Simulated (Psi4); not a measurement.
Reaction (SMILES): ClCC + 2 [H][H] (H2) → 2 C (CH4) + Cl (HCl)
B3LYP-D3(BJ)/def2-TZVP geometries, fixed; electronic energies without zero-point terms.
Largest species:
```
C
H 1 1.0874
H 1 1.0874 2 109.04
C 1 1.5122 2 112.08 3 -124.70
H 4 1.0899 1 111.03 2 -58.14
H 4 1.0899 5 108.44 1 122.25
H 4 1.0932 5 108.41 6 117.50
Cl 1 1.8106 2 105.94 3 113.62
```

Effect of the integral screening threshold at M06-2X/cc-pV(T+d)Z with Psi4, against the last row, where the energy of full hydrogenation is -34.93 kcal/mol.

| setting | largest shift of a total energy (mEh) | shift of the energy of full hydrogenation (kcal/mol) |
|---|---|---|
| ints_tolerance: 1e-6 | 0.000 | 0.000 |
| ints_tolerance: 1e-8 | 0.000 | 0.000 |
| ints_tolerance: 1e-10 | 0.000 | 0.000 |
| ints_tolerance: 1e-14 | 0.000 | 0.000 |

Within 0.02 kcal/mol in the energy of full hydrogenation: ints_tolerance: 1e-6; ints_tolerance: 1e-8; ints_tolerance: 1e-10. The largest shift is 0.000 mEh in a total energy and 0.000 kcal/mol in the difference.
